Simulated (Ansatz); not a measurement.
# H3O+ with C2H4: superposition error and deformation, part 3 of 3

Ansatz 0.2.0, Gaussian basis.

### Step 25. B97M-V/def2-TZVPPD

The inputs:

free-a/in.yaml

```yaml
crystal:
  periodic: [false, false, false]
  atoms:
    - {symbol: O, position_ang: [-0.608726, -0.322589, -1.533966]}
    - {symbol: H, position_ang: [-0.240964, -0.124462, -0.649438]}
    - {symbol: H, position_ang: [-0.001077, -0.848414, -2.091778]}
    - {symbol: H, position_ang: [-0.957042, 0.469851, -1.989596]}
basis:
  gaussian: {orbitals: "def2-TZVPPD.json"}
total_charge: 1
hamiltonian: {xc: {name: B97M-V}}
```

free-b/in.yaml

```yaml
crystal:
  periodic: [false, false, false]
  atoms:
    - {symbol: C, position_ang: [0.799439, 0.506723, 0.813377]}
    - {symbol: C, position_ang: [-0.196793, -0.231445, 1.274853]}
    - {symbol: H, position_ang: [1.760580, 0.072257, 0.560382]}
    - {symbol: H, position_ang: [0.696086, 1.576785, 0.669004]}
    - {symbol: H, position_ang: [-1.157971, 0.202988, 1.527757]}
    - {symbol: H, position_ang: [-0.093432, -1.301494, 1.419306]}
basis:
  gaussian: {orbitals: "def2-TZVPPD.json"}
hamiltonian: {xc: {name: B97M-V}}
```

Each run has its own folder and the same command.

Command:

```console
> ansatz run in.yaml --threads 4 --pin off --events-out ev --progress --plain --max-ram 9574MiB
```

Output in free-a, shortened:

```text
Functional definition: B97M-V
  name "B97M-V"
  cite "Mardirossian & Head-Gordon, J. Chem. Phys. 142, 074111 (2015) doi:10.1063/1.4907719"
  cite "Becke, J. Chem. Phys. 107, 8554 (1997) doi:10.1063/1.475007"
  cite "Vydrov & Van Voorhis, J. Chem. Phys. 133, 244103 (2010) doi:10.1063/1.3521275"
  # Of w^i u^j: cxij and so on, Table III.
[...]
  gx(w, u) = cx00 + cx01*u + cx02*u^2 + (cx10 + cx11*u)*w
[...]
  gos(w, u) = cos00 + cos01*u + cos03*u^3 + cos10*w + cos32*w^3*u^2
[...]
      + integral(e_c_pw_mod_opposite_spin*gos(b97_w_opposite, b97_u_opposite)) + vv10(b, c)
361 factors; their error is unknown
[...]
mean field -2087.48411635 eV, -76.7136263283 hartree, gradient 4.2e-5 eV, S^2 0.000000; 0 other end points of the search recorded, 0 dependent functions left out
reference -2087.48414996 eV, -76.7136275633 hartree; 5, 5 occupied and 86, 86 virtual orbitals, 361 factors
Total energy: -2087.48414996 eV, -76.7136275633 hartree
```

Log of free-b, shortened:

```text
[... 5 set-up lines as earlier in the session ...]
  # Of w^i u^j: cxij and so on, Table III.
[...]
  gx(w, u) = cx00 + cx01*u + cx02*u^2 + (cx10 + cx11*u)*w
[...]
  gos(w, u) = cos00 + cos01*u + cos03*u^3 + cos10*w + cos32*w^3*u^2
[...]
      + integral(e_c_pw_mod_opposite_spin*gos(b97_w_opposite, b97_u_opposite)) + vv10(b, c)
584 factors; their error is unknown
[...]
mean field -2139.28561584 eV, -78.6172963222 hartree, gradient 6.9e-5 eV, S^2 0.000000; 0 other end points of the search recorded, 0 dependent functions left out
reference -2139.28566022 eV, -78.6172979530 hartree; 8, 8 occupied and 134, 134 virtual orbitals, 584 factors
Total energy: -2139.28566022 eV, -78.6172979530 hartree
```

Times: 0.7 s (free-a), 2.2 s (free-b) on 4 threads of Arm Neoverse V1, shared host.

### Step 26. HSE06-D4/def2-TZVPPD

Each input of step 25 (free-a, free-b) changes in the same lines:

```diff
-hamiltonian: {xc: {name: B97M-V}}
+hamiltonian: {xc: hse06, dispersion: d4}
```

The same command starts each run, in its folder.

Command:

```console
> ansatz run in.yaml --threads 4 --pin off --events-out ev --progress --plain --max-ram 9574MiB
```

Output in free-a, shortened:

```text
[... 6 set-up lines as earlier in the session ...]
[...]
  # The whole range is PBE's own exchange, as in plane waves. The composition of these papers is wPBEh.
[...]
361 factors; their error is unknown
44 factors; integrals over basis functions are off by at most 6.7e-6 eV
[...]
mean field -2085.89730781 eV, -76.6553121902 hartree, gradient 2.7e-5 eV, S^2 0.000000; 0 other end points of the search recorded, 0 dependent functions left out
reference -2085.89733133 eV, -76.6553130544 hartree; 5, 5 occupied and 86, 86 virtual orbitals, 361 factors
Total energy: -2085.90123411 eV, -76.6554564789 hartree
```

free-b printed, shortened:

```text
[... 6 set-up lines as earlier in the session ...]
[...]
584 factors; their error is unknown
69 factors; integrals over basis functions are off by at most 2.4e-6 eV
[...]
mean field -2136.32793851 eV, -78.5086036850 hartree, gradient 2.3e-5 eV, S^2 0.000000; 0 other end points of the search recorded, 0 dependent functions left out
reference -2136.32796737 eV, -78.5086047456 hartree; 8, 8 occupied and 134, 134 virtual orbitals, 584 factors
Total energy: -2136.36636996 eV, -78.5100160149 hartree
```

Times: 0.35 s (free-a), 0.65 s (free-b) on 4 threads of Arm Neoverse V1, shared host.

### Step 27. CCSD(T)/def2-TZVPPD

The same edit goes into each in.yaml of step 26 (free-a, free-b):

```diff
-hamiltonian: {xc: hse06, dispersion: d4}
+correlation: {method: ccsd_t}
```

The same command starts each run, in its folder.

Command:

```console
> ansatz run in.yaml --threads 4 --pin off --events-out ev --progress --plain --max-ram 9574MiB
```

Output in free-a, shortened:

```text
[... 4 set-up lines as earlier in the session ...]
[...]
512 factors; integrals over basis functions are off by at most 9.1e-4 eV
[...]
mean field -2077.40596603 eV, -76.3432611352 hartree, gradient 7.2e-7 eV, S^2 0.000000; 0 other end points of the search recorded, 0 dependent functions left out
1 core orbitals not correlated: weight in the atoms' cores, before any rotation towards them, 1.000 or more for the frozen orbitals, at most 0.000 for the correlated occupied ones
reference -2077.40596603 eV, -76.3432611352 hartree; 4, 4 occupied and 86, 86 virtual orbitals, 512 factors
second order -6.96286804 eV of doubles, -0.00000000 eV of singles
cycle   1  -7.05839371 eV  change   -9.6e-2 eV  update   3.6e-2
[...]
cycle   8  -7.19870482 eV  change    7.2e-7 eV  update   6.7e-6
perturbative correction -0.18634368 eV, -0.0068480041 hartree
Total energy: -2084.79101454 eV, -76.6146566621 hartree
```

Output in free-b, shortened:

```text
[... 4 set-up lines as earlier in the session ...]
[...]
807 factors; integrals over basis functions are off by at most 7.9e-4 eV
[...]
mean field -2124.30083618 eV, -78.0666158267 hartree, gradient 1.4e-6 eV, S^2 0.000000; 0 other end points of the search recorded, 0 dependent functions left out
2 core orbitals not correlated: weight in the atoms' cores, before any rotation towards them, 1.000 or more for the frozen orbitals, at most 0.000 for the correlated occupied ones
reference -2124.30083618 eV, -78.0666158267 hartree; 6, 6 occupied and 134, 134 virtual orbitals, 807 factors
second order -9.11945933 eV of doubles, -0.00000000 eV of singles
cycle   1  -9.48684556 eV  change   -3.7e-1 eV  update   6.3e-2
[...]
cycle   8  -9.78760037 eV  change   -1.2e-5 eV  update   9.1e-6
perturbative correction -0.40673991 eV, -0.0149474160 hartree
Total energy: -2134.49517646 eV, -78.4412509221 hartree
```

Times: 0.5 s (free-a), 3.7 s (free-b) on 4 threads of Arm Neoverse V1, shared host; peak memory 0.82 GiB.

### Step 28. The split

```
      method  interaction with counterpoise (kcal/mol)  without  superposition error  deformation  binding energy
      PBE-D4                                    -29.39   -29.53                 0.14         4.59          -24.80
   revPBE-D4                                    -28.28   -28.43                 0.15         4.55          -23.73
     BLYP-D4                                    -27.35   -27.51                 0.16         4.35          -23.00
   r2SCAN-D4                                    -29.15   -29.27                 0.12         5.66          -23.49
      B97M-V                                    -27.06   -27.21                 0.15         6.22          -20.83
     PBE0-D4                                    -29.22   -29.34                 0.12         5.90          -23.32
    B3LYP-D4                                    -27.64   -27.77                 0.13         5.48          -22.15
    HSE06-D4                                    -29.24   -29.35                 0.11         5.89          -23.35
     wB97X-V                                    -27.49   -27.60                 0.11         5.70          -21.79
     wB97M-V                                    -27.12   -27.25                 0.13         5.76          -21.36
      B2PLYP                                    -26.24   -26.62                 0.38         5.66          -20.58
Hartree-Fock                                    -22.45   -22.57                 0.12         8.07          -14.38
         MP2                                    -26.04   -27.07                 1.03         5.67          -20.36
        CCSD                                    -24.29   -25.19                 0.90         5.94          -18.35
     CCSD(T)                                    -24.87   -25.85                 0.98         5.58          -19.29
```

### Step 29. Results

The summary covers parts 1 to 3.

| quantity | value |
| --- | --- |
| interaction, CCSD(T) | -24.87 kcal/mol |
| superposition error | 0.98 kcal/mol |
| deformation | 5.58 kcal/mol |
| binding energy | -19.29 kcal/mol |

In words: In this basis the superposition error is 0.98 kcal/mol for CCSD(T) and 0.14 kcal/mol on average for the plain functionals: correlated methods borrow far more, since they need many more functions to converge. Deformation takes back 22 % of the interaction. The restricted Hartree–Fock reference is unstable towards an unrestricted one at one or more of these structures.
